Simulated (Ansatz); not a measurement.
All numbers were calculated with Ansatz.

`PP`. Charge 0, multiplicity 1. The structure was optimised at the PBE0-D4/def2-TZVP level.

```xyz
6

P    -0.186   -0.740    0.811
P     0.185    0.737   -0.814
H    -0.944    0.176    1.592
H    -1.358   -1.259    0.194
H     0.951   -0.176   -1.591
H     1.352    1.262   -0.192
```

Problem. What is the dipole moment at PBE/def2-TZVPP? (An estimate is asked.)

Solution. The calculation gave: 0.00 D, zero by symmetry or nearly so.

Problem. Give the Mulliken charges with PBE, B3LYP, r2SCAN in def2-TZVPP. (Estimate.)

Solution. The calculation gave: 
```tsv
atom	PBE	B3LYP	r2SCAN
P1	-0.10	-0.07	-0.05
P2	-0.10	-0.07	-0.05
H3	0.05	0.03	0.02
H4	0.05	0.03	0.02
H5	0.05	0.03	0.02
H6	0.05	0.03	0.02
```

B3LYP here is the variant with VWN-RPA as its local correlation; programs differ in this.
